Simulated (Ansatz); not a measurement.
# C2H4NO, SMILES [CH2]C(N)=O: a polarisability from point charges

Program: Ansatz 0.2.0 through its Python package.

Run as a notebook:

```python
import ansatz
import numpy as np

SETTINGS = {
    'basis_set': 'def2-SVPD',
    'functional': 'PBE',
}
```

```python
GEOMETRY = '''
C     0.88410   -0.54240    0.76390
C     0.14270    0.28990   -0.22490
N    -1.25010    0.07370   -0.44050
O     0.74820    1.18550   -0.87100
H     1.31020    0.10430    1.55920
H     1.69870   -1.09890    0.25520
H    -1.77350    0.65460   -1.13250
H    -1.76030   -0.66660    0.09060
'''

c2h4no = ansatz.Crystal.molecule()
for line in GEOMETRY.strip().splitlines():
    symbol, *xyz = line.split()
    c2h4no = c2h4no.atom(symbol, [float(v) for v in xyz])

calc = c2h4no.calculation()
calc = calc.basis(gaussian=SETTINGS['basis_set'])
calc = calc.functional(SETTINGS['functional'])
calc = calc.spin('collinear', total=1)
calc = calc.forces()
centre = np.mean([site.position_ang for site in c2h4no.cartesian_sites], axis=0)
field = 2 * 14.399645 * 4.0 / 30.0 ** 2
```

```python
def dipole(axis, sign):
    arm = 30.0 * np.eye(3)[axis]
    pair = [{'charge': sign * 4.0, 'position_ang': (centre - arm).tolist()}, {'charge': -sign * 4.0, 'position_ang': (centre + arm).tolist()}]
    deck = calc.input().set(ansatz.key.basis.gaussian.point_charges, pair)
    return np.array(ansatz.Session.from_dict(deck).plan().execute().report['charge_distribution']['dipole_moment_e_ang'])
```

```python
print(f'field {field:.4f} V/A')
alpha = np.array([(dipole(axis, 1) - dipole(axis, -1)) / (2 * field) * 14.399645 for axis in range(3)])
print('polarisability tensor (A^3)')
print(np.array2string(alpha, precision=3, suppress_small=True))
print(f'mean {np.trace(alpha) / 3:.3f} A^3 = {np.trace(alpha) / 3 / 0.14818471:.2f} bohr^3')
```

    field 0.1280 V/A
    polarisability tensor (A^3)
    [[ 7.303  0.163  0.669]
     [ 0.167  6.18  -1.484]
     [ 0.668 -1.482  6.09 ]]
    mean 6.524 A^3 = 44.03 bohr^3

Notes:
- The geometry is a force-field or estimated start, not a minimum of this method, and the basis set is short of its limit. The field of two point charges is only nearly even.
- The species is open-shell (spin multiplicity 2).
- Finished in 27 s on 1 thread of Arm Neoverse V1, on a shared host, peak memory 0.22 GiB.

(Lines on the test bed's own set-up are left out of the output.)
